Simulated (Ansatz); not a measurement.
Basis-set extrapolation for C2H4FN, SMILES `C/N=C\F` (PBE0-D4/def2-TZVP geometry, frozen core, the Gaussian-basis code of Ansatz). Multiplicity 1, RHF reference.

```tsv
	def2-TZVPP	def2-QZVPP
HF	-232.025184	-232.035653
MP2 correlation	-0.781537	-0.841017
CCSD(T) correlation	-0.834749	not run
```

Energies in hartree. Use E(X) = E(∞) + A·exp(−7.88·√X) for Hartree–Fock and E(X) = E(∞) + B·X^(−2.97) for correlation, with X = 3 and 4, and add CCSD(T) minus MP2 of the smaller set to the MP2 limit.

Q: What is the CCSD(T) energy at the basis-set limit?

A: HF limit: -232.035653 + (-0.010469) × 0.13774 = -232.03710. MP2 limit: -0.841017 + (-0.059480) × 0.74074 = -0.88508. Higher-order term: -0.834749 − (-0.781537) = -0.05321. Total: -232.97539 hartree, 3.14 eV below CCSD(T)/def2-TZVPP.
